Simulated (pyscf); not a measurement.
# Four-centre exchange: HO–Ga(F)–F (SMILES [OH][Ga]([F])[F]) + H₂O (SMILES O) → H₂O (SMILES O) + HO–Ga(F)–F (SMILES [OH][Ga]([F])[F])

Gas phase, singlet surface, charge 0. Bonds broken: O1–Ga2, O6–H7. Bonds formed: O1–H7, Ga2–O6. Structures and frequencies: ωB97X-D3(BJ)/def2-SVP in PySCF.

Transition state (Å):

```xyz
8

O     -1.3637    -0.2264    -0.0184
Ga     0.5146     0.1031    -0.2730
F      1.0472     1.7187     0.1206
F      1.1366    -0.7025    -1.6917
H     -1.8447    -0.7654    -0.6589
O      0.3466    -0.9982     1.2955
H     -0.8023    -0.8174     0.9002
H      0.5767    -0.6340     2.1594
```

One imaginary mode, 1051i cm⁻¹; descent along it reached the two sides named, in the forms told below.

| bond | change | reactant side (Å) | saddle | product side |
|---|---|---|---|---|
| O1–Ga2 | breaks | 1.788 | 1.924 | 2.065 |
| O6–H7 | breaks | 0.972 | 1.228 | 2.488 |
| O1–H7 | forms | 2.505 | 1.228 | 0.972 |
| Ga2–O6 | forms | 2.065 | 1.924 | 1.788 |

Electronic energies relative to the separated reactants (kJ/mol):

| level | barrier | reaction energy | reverse barrier |
|---|---|---|---|
| ωB97X-D3(BJ)/def2-TZVP | -56.9 | 0.0 | -56.9 |
| PBE/def2-TZVP | -56.4 | 0.0 | -56.4 |
| r²SCAN/def2-TZVP | -67.2 | 0.0 | -67.2 |
| B3LYP-D3(BJ)/def2-TZVP | -51.7 | 0.0 | -51.7 |
| PBE0-D3(BJ)/def2-TZVP | -61.0 | 0.0 | -61.0 |
| M06-2X/def2-TZVP | -71.9 | 0.0 | -71.9 |
| ωB97M-D3(BJ)/def2-TZVP | -52.4 | 0.0 | -52.4 |
| HF/def2-TZVP | -14.3 | 0.0 | -14.3 |

With ωB97M-D3(BJ)/def2-TZVP energies and thermal terms (ideal gas, 1 atm, RRHO with modes under 100 cm⁻¹ raised to 100, one conformer, R ln 2 for chiral ones without a mode under 150 cm⁻¹), in kJ/mol:

```json
[
 {"T (K)": "298", "ΔH‡": "-56.9", "ΔG‡": "-7.1", "ΔH": "0.0", "ΔG": "0.0"},
 {"T (K)": "600", "ΔH‡": "-56.8", "ΔG‡": "43.6", "ΔH": "0.0", "ΔG": "0.0"},
 {"T (K)": "900", "ΔH‡": "-54.4", "ΔG‡": "93.3", "ΔH": "0.0", "ΔG": "0.0"},
 {"T (K)": "1200", "ΔH‡": "-51.2", "ΔG‡": "142.1", "ΔH": "0.0", "ΔG": "0.0"}
]
```

On the reactant side the descent ends in an adduct with a Ga–O contact, 105.2 kJ/mol under the separated species and 48.2 kJ/mol under the saddle at ωB97X-D3(BJ)/def2-TZVP. On the product side the descent ends in an adduct with a Ga–O contact, 105.1 kJ/mol under the separated species and 48.2 kJ/mol under the saddle at ωB97X-D3(BJ)/def2-TZVP. At ωB97X-D3(BJ)/def2-TZVP, PBE, r²SCAN, B3LYP-D3(BJ), PBE0-D3(BJ), M06-2X, ωB97M-D3(BJ)/def2-TZVP, HF the saddle lies under the separated reactants, which points to a path from their complex (located at ωB97X-D3(BJ) alone). At ωB97X-D3(BJ)/def2-TZVP, PBE, r²SCAN, B3LYP-D3(BJ), PBE0-D3(BJ), M06-2X, ωB97M-D3(BJ)/def2-TZVP, HF the saddle lies under the separated products, which points to a path from their complex (located at ωB97X-D3(BJ) alone). What is counted as formed (Ga–O) is already present as a longer contact in the reactant adduct; forming that adduct is a step of its own. What is counted as broken (Ga–O) persists as a longer contact in the product adduct; parting that adduct is a step of its own. One saddle was located; it need not be the lowest between these sides. Elements up to Kr have no core potential and no relativistic terms here.
